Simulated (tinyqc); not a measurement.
Inside a calculation. Method: G0W0 on RHF in the sto-3g basis, for H2F+, spin multiplicity 1. One step of it, computed by the program tinyqc.

Problem. Screening: direct RPA. With D = e_a - e_i and K = (ia|jb): diagonalise D^(1/2) (D + 4K) D^(1/2) = Z w^2 Z^T; X + Y = D^(1/2) Z w^(-1/2), each column of Z with its largest component positive (the first on a tie); E_c = (sum w - tr (D + 2K)) / 2.

orbital energies (hartree): MO1 -26.625050, MO2 -2.069272, MO3 -1.222822, MO4 -1.077506, MO5 -1.048025, MO6 -0.000894, MO7 0.187295

Two-electron integrals over orbitals (pq|rs), unique and non-zero (hartree):
```
(11|11) 5.361661    (21|11) -0.501531   (21|21) 0.074559    (22|11) 1.200143
(22|21) -0.018989   (22|22) 0.857672    (31|31) 0.017037    (32|31) 0.025606
(32|32) 0.160300    (33|11) 0.986906    (33|21) -0.007948   (33|22) 0.759764
(33|33) 0.741007    (41|11) 0.130294    (41|21) -0.016254   (41|22) 0.014295
(41|33) 0.004918    (41|41) 0.029103    (42|11) -0.085206   (42|21) 0.008058
(42|22) 0.008782    (42|33) -0.003861   (42|41) 0.030900    (42|42) 0.160840
(43|31) -0.003645   (43|32) 0.005588    (43|43) 0.046967    (44|11) 1.180781
(44|21) -0.014881   (44|22) 0.823616    (44|33) 0.721530    (44|41) -0.011434
(44|42) -0.090377   (44|44) 0.918892    (51|51) 0.029627    (52|51) 0.039016
(52|52) 0.180608    (53|53) 0.038343    (54|51) -0.009519   (54|52) -0.034008
(54|54) 0.055792    (55|11) 1.264004    (55|21) -0.014059   (55|22) 0.878708
(55|33) 0.748654    (55|41) 0.003698    (55|42) -0.046764   (55|44) 0.847608
(55|55) 0.997514    (61|11) 0.230545    (61|21) -0.035977   (61|22) 0.004900
(61|33) 0.002734    (61|41) -0.003818   (61|42) -0.018170   (61|44) 0.013646
(61|55) 0.006303    (61|61) 0.022696    (62|11) -0.303983   (62|21) 0.008062
(62|22) -0.148853   (62|33) -0.091501   (62|41) -0.016905   (62|42) -0.037386
(62|44) -0.114157   (62|55) -0.157095   (62|61) 0.002912    (62|62) 0.078530
(63|31) -0.004018   (63|32) 0.029248    (63|43) 0.016766    (63|63) 0.069643
(64|11) -0.237975   (64|21) 0.002631    (64|22) -0.125306   (64|33) -0.073953
(64|41) -0.007479   (64|42) -0.001247   (64|44) -0.134369   (64|55) -0.128507
(64|61) 0.001841    (64|62) 0.059877    (64|64) 0.061942    (65|51) -0.014922
(65|52) -0.056473   (65|54) -0.005066   (65|65) 0.027758    (66|11) 0.698575
(66|21) -0.005566   (66|22) 0.576823    (66|33) 0.560226    (66|41) 0.016442
(66|42) 0.067791    (66|44) 0.537613    (66|55) 0.551302    (66|61) -0.004211
(66|62) -0.052449   (66|64) -0.027924   (66|66) 0.545394    (71|31) 0.017576
(71|32) 0.025143    (71|43) -0.003880   (71|63) -0.003807   (71|71) 0.018156
(72|31) 0.017363    (72|32) 0.062278    (72|43) -0.023373   (72|63) -0.028698
(72|71) 0.017164    (72|72) 0.056029    (73|11) 0.427401    (73|21) -0.008671
(73|22) 0.202214    (73|33) 0.160601    (73|41) -0.001254   (73|42) -0.055908
(73|44) 0.207053    (73|55) 0.228428    (73|61) 0.005598    (73|62) -0.075389
(73|64) -0.074441   (73|66) 0.020241    (73|73) 0.159257    (74|31) -0.007704
(74|32) -0.056052   (74|43) 0.012451    (74|63) -0.038497   (74|71) -0.007911
(74|72) -0.011975   (74|74) 0.046604    (75|53) 0.025613    (75|75) 0.020379
(76|31) -0.010743   (76|32) -0.100932   (76|43) -0.041991   (76|63) -0.084223
(76|71) -0.010874   (76|72) 0.006131    (76|74) 0.056362    (76|76) 0.159940
(77|11) 0.822795    (77|21) -0.008298   (77|22) 0.625537    (77|33) 0.626733
(77|41) 0.003214    (77|42) 0.005865    (77|44) 0.605767    (77|55) 0.614175
(77|61) 0.003243    (77|62) -0.049932   (77|64) -0.030643   (77|66) 0.542167
(77|73) 0.077296    (77|77) 0.587773
```

Give: D^(1/2) (D + 4K) D^(1/2); excitation energies w; X + Y; RPA correlation energy.

Solution.

D^(1/2) (D + 4K) D^(1/2) (hartree^2):
```
         1>6      1>7     2>6     2>7     3>6     3>7     4>6     4>7
1>6  711.263    0.000   0.086   0.000   0.000   0.137   0.039   0.000
1>7    0.000  720.849   0.000   0.534  -0.087   0.000   0.000  -0.184
2>6    0.086    0.000   4.928   0.000   0.000  -0.515   0.357   0.000
2>7    0.000    0.534   0.000   5.598  -0.191   0.000   0.000  -0.081
3>6    0.000   -0.087   0.000  -0.191   1.834   0.000   0.000  -0.191
3>7    0.137    0.000  -0.515   0.000   0.000   2.887  -0.367   0.000
4>6    0.039    0.000   0.357   0.000   0.000  -0.367   1.426   0.000
4>7    0.000   -0.184   0.000  -0.081  -0.191   0.000   0.000   1.836
5>6    0.000    0.000   0.000   0.000   0.000   0.000   0.000   0.000
5>7    0.000    0.000   0.000   0.000   0.000   0.000   0.000   0.000

       5>6    5>7
1>6  0.000  0.000
1>7  0.000  0.000
2>6  0.000  0.000
2>7  0.000  0.000
3>6  0.000  0.000
3>7  0.000  0.000
4>6  0.000  0.000
4>7  0.000  0.000
5>6  1.213  0.000
5>7  0.000  1.627
```

excitation energies w (hartree): 1.101  1.150  1.275  1.278  1.423  1.678  2.259  2.368  26.670  26.849

X + Y:
```
         1       2      3      4       5       6       7       8
1>6  0.000   0.000  0.000  0.000   0.000  -0.001   0.000   0.000
1>7  0.000   0.000  0.000  0.001   0.000   0.000   0.000  -0.003
2>6  0.000  -0.090  0.000  0.000   0.000   0.291   0.921   0.000
2>7  0.000   0.000  0.000  0.065  -0.026   0.000   0.000   0.975
3>6  0.000   0.000  0.000  0.699  -0.646   0.000   0.000  -0.036
3>7  0.000   0.229  0.000  0.000   0.000   0.869  -0.192   0.000
4>6  0.000   0.944  0.000  0.000   0.000  -0.146   0.081   0.000
4>7  0.000   0.000  0.000  0.694   0.675   0.000   0.000  -0.014
5>6  0.975   0.000  0.000  0.000   0.000   0.000   0.000   0.000
5>7  0.000   0.000  0.984  0.000   0.000   0.000   0.000   0.000

         9     10
1>6  0.999  0.000
1>7  0.000  0.999
2>6  0.000  0.000
2>7  0.000  0.000
3>6  0.000  0.000
3>7  0.000  0.000
4>6  0.000  0.000
4>7  0.000  0.000
5>6  0.000  0.000
5>7  0.000  0.000
```

RPA correlation energy = -0.04420 hartree
